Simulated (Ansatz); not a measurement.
Geometry optimisation of Li3H2.

```yaml
crystal:
  periodic: [false, false, false]
  atoms:
    - {symbol: Li, position_ang: [1.211780, -1.075490, -0.125770]}
    - {symbol: Li, position_ang: [-1.018430, -0.761680, -1.023170]}
    - {symbol: Li, position_ang: [-0.111600, 0.854480, 0.585170]}
    - {symbol: H, position_ang: [-1.496670, 0.683810, -0.281210]}
    - {symbol: H, position_ang: [1.414910, 0.298880, 0.844980]}
basis:
  gaussian: {orbitals: def2-TZVP}
magnetization: {spin_polarized: true, initial_magnetization: 1}
hamiltonian: {xc: pbe, dispersion: d4}
scf: {omitted_lower_state_checks: [starts]}
output: {orbitals: {seedname: orbitals}}
relax: {f_tol: 0.02, max_steps: 100}
```

```sh
$ ansatz run in.yaml --threads 4 --pin off --events-out ev --progress --plain --max-ram 3916MiB
```

Output, abridged:

```
Functional definition: PBE
mean field -643.45483689 eV, -23.6465291063 hartree, gradient 6.9e-5 eV, S^2 0.750293; 0 other end points of the search recorded, 0 dependent functions left out
relax step   1: F+E_penalty+E_count = -643.50767676 eV  Δ(F+E_penalty+E_count) = +0.000e0 eV  max|allowed force component| = 9.813e-1 eV/Å  Δτ_max = 0.0000 Å  (22 SCF iters, accepted)
mean field -643.78674817 eV, -23.6587266209 hartree, gradient 1.1e-5 eV, S^2 0.750262; 0 other end points of the search recorded, 0 dependent functions left out
relax step   2: F+E_penalty+E_count = -643.85840184 eV  Δ(F+E_penalty+E_count) = -3.507e-1 eV  max|allowed force component| = 2.551e-1 eV/Å  Δτ_max = 0.1956 Å  (24 SCF iters, accepted)
mean field -643.81009889 eV, -23.6595847442 hartree, gradient 9.8e-6 eV, S^2 0.750246; 0 other end points of the search recorded, 0 dependent functions left out
relax step   3: F+E_penalty+E_count = -643.88320974 eV  Δ(F+E_penalty+E_count) = -2.481e-2 eV  max|allowed force component| = 1.017e-1 eV/Å  Δτ_max = 0.1888 Å  (24 SCF iters, accepted)
mean field -643.81948231 eV, -23.6599295784 hartree, gradient 9.8e-6 eV, S^2 0.750251; 0 other end points of the search recorded, 0 dependent functions left out
relax step   4: F+E_penalty+E_count = -643.89204220 eV  Δ(F+E_penalty+E_count) = -8.832e-3 eV  max|allowed force component| = 2.160e-2 eV/Å  Δτ_max = 0.0630 Å  (24 SCF iters, accepted)
mean field -643.81957916 eV, -23.6599331375 hartree, gradient 6.4e-5 eV, S^2 0.750250; 0 other end points of the search recorded, 0 dependent functions left out
relax step   5: F+E_penalty+E_count = -643.89219593 eV  Δ(F+E_penalty+E_count) = -1.537e-4 eV  max|allowed force component| = 1.256e-2 eV/Å  Δτ_max = 0.0063 Å  (17 SCF iters, accepted)
mean field -643.81957916 eV, -23.6599331375 hartree, gradient 6.4e-5 eV, S^2 0.750250; 0 other end points of the search recorded, 0 dependent functions left out
Total energy: -643.89225904 eV, -23.6626040740 hartree
Atom 0 at     1.506148    -1.167900    -0.065325 Å, force     0.001155     0.009108     0.002862 eV/Å
Atom 1 at    -1.288933    -0.781237    -1.169475 Å, force    -0.001310     0.006413     0.004517 eV/Å
Atom 2 at    -0.117201     1.024032     0.655638 Å, force     0.002677     0.006674    -0.002068 eV/Å
Atom 3 at    -1.496212     0.659214    -0.276733 Å, force    -0.000490    -0.009637    -0.003559 eV/Å
Atom 4 at     1.396187     0.265892     0.855895 Å, force    -0.002032    -0.012559    -0.001753 eV/Å
Dipole moment:    -0.009327     0.061172     0.043143 e Å
Checks for a lower state left out: starts
```

Run time 2.6 s (4 threads of Arm Neoverse V1 on a shared host).

The structure comes from a short search, and lower isomers may exist.
